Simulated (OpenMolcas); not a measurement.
# CH3AlO (SMILES [CH2]1[O][AlH]1): levels of theory compared

Wanted: a comparison of 6 runs (HF/STO-3G, HF/3-21G, HF/def2-SVP, B3LYP/6-31G*, PBE0/def2-SVP, r2SCAN/6-311+G**) of CH3AlO. 

Program for the calculation: OpenMolcas 26.06.

1 further run of the same task is left out (set aside as unsound or not needed).

### 1 Starting point

CH3AlO has 6 atoms, charge 0, and is taken as a singlet. SMILES: `[CH2]1[O][AlH]1`. The shape comes from GFN2-xTB, which is rough for such elements, and wasn't checked as a minimum.

Bond lengths: C1–Al3 1.898 Å, O2–Al3 1.656 Å, C1–H4 1.088 Å, C1–H5 1.088 Å, Al3–H6 1.513 Å. Angles: C1–Al3–O2 53.3°, C1–Al3–H6 157.6°, O2–Al3–H6 149.1°, Al3–C1–H4 124.6°, Al3–C1–H5 124.9°, H4–C1–H5 110.3°. A long bond or contact: C1–O2 1.608 Å.

### 2 Energy and forces at HF/STO-3G (run 1)

Contents of coord.xyz:

```xyz
6

C     -0.015710    -0.232230    -0.789110
O      0.240780    -1.000660     0.600230
Al    -0.045810     0.599160     0.917200
H     -0.872510    -0.710350    -1.259130
H      0.875900    -0.374680    -1.395580
H     -0.182650     1.718750     1.926390
```

Contents of mol.input:

```
&GATEWAY
 BASLIB = $CurrDir
 COORD = coord.xyz
 BASIS = STO-3G
 GROUP = NoSym

&SEWARD

&SCF
 THRESHOLDS = 1e-10 1e-07 1e-07 1e-05
 PRORBITALS = 1 1

&ALASKA
```

The basis set STO-3G is read from a file made from the Basis Set Exchange's data (not shown).

Launch:

```bash
export MOLCAS_MEM=1860
pymolcas mol.input > mol.log
```

Output:

```text
--- Start Module: gateway ---
[...]
--- Stop Module: gateway /rc=_RC_ALL_IS_WELL_ ---
[...]
      Basis functions           22
[...]
--- Start Module: scf ---
[...]
       Convergence after  14 Iterations
[...]
::    Total SCF energy                               -351.9375154384
[...]
      Total spin, S                                     0.0000000000
[...]
      Total electronic charge=   30.000000
      Total            charge=   -0.000000
[...]
      Dipole Moment (debye):
      Origin of the operator (angstrom)=    0.0387   -0.0343    0.4163
                   X= -4.2081E-01               Y=  2.8072E+00               Z=  1.6983E+00           Total=  3.3079E+00
      Quadrupole Moment (debye*angstrom):
[...]
--- Stop Module: scf /rc=_RC_ALL_IS_WELL_ ---
--- Start Module: alaska ---
[...]
 *              Molecular gradients               *
 **************************************************
  Irreducible representation: a
 ------------------------------------------------------------------------------------------
                              X                       Y                       Z
 ------------------------------------------------------------------------------------------
  C1               -1.21748175348513E-02    2.50509842371742E-02   -9.85527741064978E-02
  O2                7.91714414982581E-03   -2.10128815422497E-02    4.77389563324877E-02
  AL3               3.19684115931174E-03   -7.61712188795904E-03    2.61786045829027E-02
  H4                8.04433515665171E-04   -7.06825271329214E-03    4.43711712657358E-03
  H5                2.35550971907283E-03   -6.95266343248746E-03    4.40661279920862E-03
  H6               -2.09911100903643E-03    1.75999353388021E-02    1.57914832653470E-02
 ------------------------------------------------------------------------------------------
[...]
```

Wall time 1.8 s (1 thread of Arm Neoverse V2, shared host); peak memory 0.37 GiB.

### 3 Energy and gradient at HF/3-21G (run 2)

Contents of mol.inp:

```
* CH3AlO Hartree-Fock
>>> EXPORT MOLCAS_PRINT=2
&GATEWAY
BasLib
$CurrDir
BasisSet
C.3-21G....
C1 -0.015710 -0.232230 -0.789110 angstrom
End of Basis
BasisSet
O.3-21G....
O2 0.240780 -1.000660 0.600230 angstrom
End of Basis
BasisSet
Al.3-21G....
Al3 -0.045810 0.599160 0.917200 angstrom
End of Basis
BasisSet
H.3-21G....
H4 -0.872510 -0.710350 -1.259130 angstrom
H5 0.875900 -0.374680 -1.395580 angstrom
H6 -0.182650 1.718750 1.926390 angstrom
End of Basis
&SEWARD
&SCF
Thresholds
1e-10 1e-07 1e-07 1e-05
PrOrbitals
1
&ALASKA
```

The basis set 3-21G is read from a file made from the Basis Set Exchange's data (not shown).

Launch:

```bash
export MOLCAS_MEM=1860
pymolcas mol.inp > mol.log
```

Output:

```text
--- Start Module: gateway ---
[...]
--- Stop Module: gateway /rc=_RC_ALL_IS_WELL_ ---
[...]
      Basis functions           37
[...]
--- Start Module: scf ---
[...]
       Convergence after  14 Iterations
[...]
::    Total SCF energy                               -354.3723704795
[...]
      Total spin, S                                     0.0000000000
[...]
      Total electronic charge=   30.000000
      Total            charge=   -0.000000
[...]
      Dipole Moment (debye):
      Origin of the operator (angstrom)=    0.0387   -0.0343    0.4163
                   X= -5.5236E-01               Y=  3.0652E+00               Z=  6.6012E-01           Total=  3.1838E+00
      Quadrupole Moment (debye*angstrom):
[...]
--- Stop Module: scf /rc=_RC_ALL_IS_WELL_ ---
--- Start Module: alaska ---
[...]
 *              Molecular gradients               *
 **************************************************
  Irreducible representation: a
 ------------------------------------------------------------------------------------------
                              X                       Y                       Z
 ------------------------------------------------------------------------------------------
  C1               -6.28095593496392E-03    3.44638440010134E-02    2.23101712115614E-03
  O2               -4.16493980264088E-03    2.87101926085018E-02    1.68652979197121E-02
  AL3               6.18998410228699E-03   -3.34955831511987E-02   -1.88915814503599E-03
  H4               -3.98584427910897E-03   -9.37308704275464E-03   -6.96426733986399E-04
  H5                6.88533435125116E-03   -7.43916171232356E-03   -1.49173212370313E-03
  H6                1.35642156317684E-03   -1.28662047032360E-02   -1.50189980381397E-02
 ------------------------------------------------------------------------------------------
[...]
```

It took 1.9 s on 1 thread of Arm Neoverse V2, shared host; peak memory 0.37 GiB.

Run 3 isn't shown in full; the table further down has it.

### 4 Energy and gradient at B3LYP/6-31G(d) (Cartesian functions) (run 4)

Contents of test.inp:

```
* CH3AlO Kohn-Sham DFT

&GATEWAY
  BasLib=$CurrDir
  Coord
  6
  angstrom
  C       -0.015710      -0.232230      -0.789110
  O        0.240780      -1.000660       0.600230
  Al      -0.045810       0.599160       0.917200
  H       -0.872510      -0.710350      -1.259130
  H        0.875900      -0.374680      -1.395580
  H       -0.182650       1.718750       1.926390
  Basis=6-31Gs
  Group=NoSym

&SEWARD
  GridInput
  Grid=UltraFine
  End of Grid

&SCF
  KSDFT=B3LYP
  Thresholds=1e-10 1e-07 1e-07 1e-05
  PrOrbitals=0

&ALASKA
```

The basis set 6-31G* is read from a file made from the Basis Set Exchange's data (not shown).

Launch:

```bash
export MOLCAS_MEM=1860
pymolcas test.inp > test.log
```

Output:

```text
--- Start Module: gateway ---
[...]
--- Stop Module: gateway /rc=_RC_ALL_IS_WELL_ ---
[...]
      Basis functions           55
[...]
--- Start Module: scf ---
[...]
       Convergence after  17 Iterations
[...]
::    Total KS-DFT energy                            -357.5166863913
[...]
      Total spin, S                                     0.0000000000
[...]
      Total electronic charge=   30.000000
      Total            charge=   -0.000000
[...]
      Dipole Moment (debye):
      Origin of the operator (angstrom)=    0.0387   -0.0343    0.4163
                   X= -3.8814E-01               Y=  2.1358E+00               Z=  4.3183E-01           Total=  2.2133E+00
      Quadrupole Moment (debye*angstrom):
[...]
--- Stop Module: scf /rc=_RC_ALL_IS_WELL_ ---
[...]
--- Start Module: alaska ---
[...]
 *              Molecular gradients               *
 **************************************************
  Irreducible representation: a
 ------------------------------------------------------------------------------------------
                              X                       Y                       Z
 ------------------------------------------------------------------------------------------
  C1               -4.11490949929461E-03    1.54808853222052E-02   -1.71723060301119E-02
  O2               -3.23379295745241E-03    2.31892306726866E-02    1.52842694401796E-02
  AL3               4.90151588941790E-03   -2.12970436743358E-02    1.18025607439254E-02
  H4                2.71558967317098E-03   -2.55466976420404E-03    2.12961804653022E-03
  H5               -1.36415199451534E-03   -3.45540944368439E-03    2.49975516962708E-03
  H6                1.09574888867114E-03   -1.13629931126180E-02   -1.45438973701890E-02
 ------------------------------------------------------------------------------------------
[...]
```

Run time: 15 s. Hardware: 1 thread of Arm Neoverse V2, shared host; peak memory 0.39 GiB.

Run 5 isn't shown in full; the table further down has it.

### 5 Energy and forces at r2SCAN/6-311+G(d,p) (run 6)

Contents of calc.input:

```
&GATEWAY
  BasLib = $CurrDir
  Coord
  6
  angstrom
  C       -0.015710      -0.232230      -0.789110
  O        0.240780      -1.000660       0.600230
  Al      -0.045810       0.599160       0.917200
  H       -0.872510      -0.710350      -1.259130
  H        0.875900      -0.374680      -1.395580
  H       -0.182650       1.718750       1.926390
  Basis = 6-311pGss
  Group = NoSym

&SEWARD
  GridInput
  Grid=UltraFine
  End of Grid

&SCF
  KSDFT = 2
  1.0 MGGA_X_R2SCAN
  1.0 MGGA_C_R2SCAN
  Thresholds = 1e-10 1e-07 1e-07 1e-05
  PrOrbitals = 0

&ALASKA
```

The basis set 6-311+G** is read from a file made from the Basis Set Exchange's data (not shown).

Launch:

```bash
export MOLCAS_MEM=1860
pymolcas calc.input > calc.log
```

Output:

```text
--- Start Module: gateway ---
[...]
--- Stop Module: gateway /rc=_RC_ALL_IS_WELL_ ---
[...]
      Basis functions           92
[...]
--- Start Module: scf ---
[...]
       Convergence after  17 Iterations
[...]
::    Total KS-DFT energy                            -357.4622275897
[...]
      Total spin, S                                     0.0000000000
[...]
      Total electronic charge=   30.000000
      Total            charge=   -0.000000
[...]
      Dipole Moment (debye):
      Origin of the operator (angstrom)=    0.0387   -0.0343    0.4163
                   X= -4.2794E-01               Y=  2.3889E+00               Z=  5.5897E-01           Total=  2.4905E+00
      Quadrupole Moment (debye*angstrom):
[...]
--- Stop Module: scf /rc=_RC_ALL_IS_WELL_ ---
[...]
--- Start Module: alaska ---
[...]
 *              Molecular gradients               *
 **************************************************
  Irreducible representation: a
 ------------------------------------------------------------------------------------------
                              X                       Y                       Z
 ------------------------------------------------------------------------------------------
  C1               -3.19133609363331E-03    1.06231523844909E-02   -1.72184981386261E-02
  O2               -4.13088638935699E-03    2.70826263371990E-02    1.34390190759712E-02
  AL3               5.24188263694381E-03   -2.22740544103246E-02    1.37909401036769E-02
  H4                2.49371064350434E-03   -2.12880409400240E-03    1.41796202229161E-03
  H5               -1.41279396873895E-03   -2.99509990733432E-03    1.77481654893041E-03
  H6                9.99423171287761E-04   -1.03078203099516E-02   -1.32042396122465E-02
 ------------------------------------------------------------------------------------------
[...]
```

It took 38 s on 1 thread of Arm Neoverse V2, shared host; peak memory 0.51 GiB.

### 6 The series

```
run                               level  Cartesian functions  integration grid  energy (Eh)  dipole moment (D)  HOMO energy (eV)  LUMO energy (eV)  wall time
  1                           HF/STO-3G                   no                 –  -351.937515               3.31             -6.05              9.21      1.8 s
  2                            HF/3-21G                   no                 –  -354.372370               3.18             -9.58              1.84      1.9 s
  3                         HF/def2-SVP                   no                 –  -356.166462               3.00             -9.80              1.86      3.3 s
  4  B3LYP/6-31G* (Cartesian functions)                  yes         UltraFine  -357.516686               2.21             -6.40             -1.02       15 s
  5                       PBE0/def2-SVP                   no         UltraFine  -357.098309               2.33             -6.74             -0.83       14 s
  6                    r2SCAN/6-311+G**                   no         UltraFine  -357.462228               2.49             -5.80             -1.46       38 s
```

### 7 Outcome

| quantity | value |
| --- | --- |
| run 6: total energy | -357.46223 Eh |
| run 6: dipole moment | 2.49 D |
| run 6: HOMO energy | -5.80 eV |
| run 6: LUMO energy | -1.46 eV |
| run 6: HOMO–LUMO gap | 4.34 eV |
| run 6: largest force on an atom | 1.569 eV/Å |

The dipole moment (its size) runs from 2.21 D (B3LYP/6-31G*) to 3.31 D (HF/STO-3G). The two ends differ in method and basis. The HOMO–LUMO gap runs from 4.34 eV (r2SCAN/6-311+G**) to 15.26 eV (HF/STO-3G). Totals of different functionals can't be ranked against each other. In run 1 the basis is minimal, so the values are rough. All runs together took 73 s, the longest 38 s.
